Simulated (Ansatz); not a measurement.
## Isomers

Structures of CH4BSi, doublet, relaxed at PBE0-D4/def2-TZVP (vibrations not checked; lower isomers may exist, and structures with a doubtful reference or unclear bonds are left out). Program: Ansatz 0.2.0. Basis: def2-TZVPP. Cores are frozen in the correlated methods; orbitals are unrestricted. B3LYP uses VWN-RPA correlation.

Task: Rank them by CCSD(T) energy, lowest first, and give each one's height above the lowest. Links in brackets join atoms within 1.22 times the sum of their covalent radii (1.1 for two metals). (An estimate is asked for; the value comes from the calculation.)
A.
CH₄BSi ([B]1[CH2][SiH2]1)
```
7
angstrom
B -1.0701 0.2289 0.7640
C -0.7084 -0.9587 -0.0484
Si 0.4725 0.6849 -0.2752
H -1.4116 -1.4558 -0.7165
H 0.3934 1.6135 -1.4293
H 0.1317 -1.6138 0.2045
H 1.8396 0.1373 -0.1125
```
B.
CH₄BSi ([BH][C][SiH3])
```
7
angstrom
B -1.4307 -0.1521 -0.5515
C -0.2928 -0.0465 0.1904
Si 1.1845 0.1241 1.2279
H -2.4106 -0.2426 -1.1904
H 0.7562 0.8706 2.4434
H 1.7287 -1.1972 1.6374
H 2.2595 0.8893 0.5435
```
C.
CH₄BSi ([CH2][B][SiH2])
```
7
angstrom
B -0.2100 -0.0235 -0.1525
C -1.3272 -0.1484 -0.9648
Si 1.3163 0.1472 0.9567
H -2.2789 0.3211 -0.7306
H -1.3216 -0.7238 -1.8867
H 1.6259 -0.7885 2.0587
H 2.3122 1.2291 0.8038
```
D.
CH₄BSi ([BH2][CH][SiH])
```
7
angstrom
B -0.9581 0.0394 -0.7091
C -0.3062 -0.3047 0.6016
Si 1.3501 0.1775 0.5610
H -2.1174 -0.2110 -0.9033
H -0.3398 0.5710 -1.5926
H -0.7900 -0.7817 1.4444
H 1.8762 0.8287 -0.6821
```

Result: The calculation gives: D (0.00 kcal/mol), C (1.35 kcal/mol), B (9.42 kcal/mol), A (22.00 kcal/mol). Heights count from the lowest.

Task: Do PBE-D4, r2SCAN-D4, PBE0-D4, B3LYP-D4, wB97M-V, HF, MP2 give the same order? (A judgement: the text doesn't fix the answer.)

Result: By the calculation: Lowest first: HF B < D < C < A. The others agree with CCSD(T).

T1 diagnostic: at most 0.033. ⟨S²⟩ of the unrestricted Hartree–Fock references: 0.77 to 0.86 (a pure state has 0.75). The unrestricted reference is spin-contaminated, which hurts MP2 most.

For scale, one of the runs: CCSD(T)/def2-TZVPP, 160 basis functions, launched by `ansatz run in.yaml --threads 2 --pin off --events-out ev --progress --plain --max-ram 4352MiB`. Hardware: 2 CPU threads of an Intel Xeon Platinum 8175M, shared host. Wall time 81 s; peak host memory 2.7 GiB.
